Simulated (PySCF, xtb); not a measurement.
HO, charge -1, multiplicity 1. Atoms are numbered in the order given.

```xyz
2

O      0.0000     0.0000    -0.1075
H      0.0000     0.0000     0.8598
```
Charge -1, spin multiplicity 1.

Geometry optimised at r2SCAN-D4/def2-TZVPD. The multiplicity is an assumed one; other spin states were not compared.

Level of theory: IEF-PCM-M06-2X/def2-TZVPD in PySCF.

The values are the electrostatic part of the solvation free energy, E(continuum) − E(gas) at the gas-phase geometry, in a cavity of scaled van der Waals radii (PySCF's table); cavitation and dispersion terms are not included. In vacuum the orbital gap is 6.94 eV.

```csv
solvent,ε,ΔG(elec) (kcal/mol),gap (eV)
water,78.36,[?],[?]
1-octanol,9.86,-77.2,8.87
methanol,32.61,-83.6,9.03
```

Task: Some entries are withheld; supply them. (An estimate is asked for; the answer gives what the named calculation found.)

Result: 
- water, ΔG(elec) (kcal/mol): -85.2
- water, gap (eV): 9.07

For comparison, GFN2-xTB/ALPB(water) (xtb, at the GFN2-xTB geometry, all terms of that model) gives -91.8 kcal/mol.
